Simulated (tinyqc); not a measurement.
Worked calculation: Hueckel theory of the pi electrons with the omega technique, for the molecule C=CC=C[CH2+] (SMILES; centres numbered as the heavy atoms are written). One step of it, computed by the program tinyqc.

Task: Energy, charges, bond orders. E = sum n x; q_r = z_r - P_rr; bond order p = P_rs; free valence = sqrt(3) - sum of p over the bonds of the atom.

final x values: 1.840358  1.106990  0.177472  -0.898003  -1.626823

occupations: 2.000000  2.000000  0.000000  0.000000  0.000000

final P, lower triangle:
```
           1C         2C        3C        4C        5C
1C   0.707999
2C   0.786385   0.943685
3C   0.346889   0.577626  0.696632
4C  -0.211125   0.014214  0.577626  0.943685
5C  -0.362530  -0.211125  0.346889  0.786385  0.707999
```

Centres:
```
centre  z_r, pi electrons of the neutral centre         h
1C                                            1  0.000000
2C                                            1  0.000000
3C                                            1  0.000000
4C                                            1  0.000000
5C                                            1  0.000000
```

Bonds:
```
i  j  k
1  2  1
2  3  1
3  4  1
4  5  1
```

Give: pi energy = 4 alpha + this times beta; pi charges; Bond orders and lengths from R = 1.517 - 0.180 p; free valence of the carbons; gap between the highest filled and the next level.

Result:

pi energy = 4 alpha + this times beta = 5.895

pi charges: 1C 0.292, 2C 0.056, 3C 0.303, 4C 0.056, 5C 0.292

Bond orders and lengths from R = 1.517 - 0.180 p (angstrom, C-C alone):
```
bond      p      R
1-2   0.786  1.375
2-3   0.578  1.413
3-4   0.578  1.413
4-5   0.786  1.375
```

free valence of the carbons: 1C 0.946, 2C 0.368, 3C 0.577, 4C 0.368, 5C 0.946

gap between the highest filled and the next level = 0.930 |beta|
